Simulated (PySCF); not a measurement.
Compound: C5H12P (charge +1).
InChI=1S/C5H11P/c1-3-5-4-6(5)2/h5H,3-4H2,1-2H3/p+1/t5-,6-/m1/s1

The calculation used PySCF, TDDFT CAM-B3LYP/def2-SVPD, vertical, gas phase, core orbitals frozen in the response. Geometry: GFN2-xTB, one conformer, isolated ion. Torsions of this conformer, `[CH3:1][CH2:2][C@@H:3]1[CH2:4][P@H+:5]1[CH3:6]`: C1–C2–C3–C4 154°.

```
state  E (eV)  E (hartree)       f   main configurations (H = HOMO, L = LUMO)
   S1    7.47       0.2744   0.087                     H-1→L (53%), H→L (38%)
   S2    7.63       0.2803   0.134                     H→L (53%), H-1→L (39%)
   S3    8.09       0.2972  0.0032       H→L+1 (53%), H→L+2 (20%), H→L+3 (8%)
   S4    8.30       0.3049  0.0056                    H-2→L (72%), H→L+1 (8%)
   S5    8.32       0.3056   0.011       H→L+2 (57%), H→L+1 (19%), H-2→L (8%)
   S6    8.53       0.3134   0.026                    H-3→L (80%), H-2→L (9%)
   S7    8.74       0.3212  0.0089  H→L+4 (36%), H-1→L+1 (16%), H-1→L+2 (12%)
   S8    8.76       0.3218   0.017  H→L+4 (33%), H-1→L+1 (29%), H-1→L+2 (12%)
```

Triplets (Tamm–Dancoff): T1 5.83 eV, H→L (83%); T2 6.89 eV, H-1→L (74%); T3 7.58 eV, H→L+1 (66%).

The lowest singlet comes at 166 nm (720 kJ/mol) in the vacuum ultraviolet; it is of moderate strength; its leading configuration is HOMO-1→LUMO (53%). The most intense listed level is S2 at 7.63 eV (163 nm, f = 0.134), 0.16 eV above S1. Löwdin shares by element: HOMO carbon 42% or more, phosphorus 26% (atoms not listed hold the other 32%); LUMO phosphorus 36%, carbon 28% or more, hydrogen 12% or more (atoms not listed hold the other 24%). The oscillator strengths of these states sum to 0.292; summed over the whole spectrum of an exact calculation they would give the number of electrons, 56 (Thomas–Reiche–Kuhn). Of the 8 states listed, 5 reach f = 0.01 and none stays under 0.0005. The listed states span 1.29 eV, and the widest gap between neighbours is 0.46 eV (S2 to S3). The window holds the lowest 8 singlets.
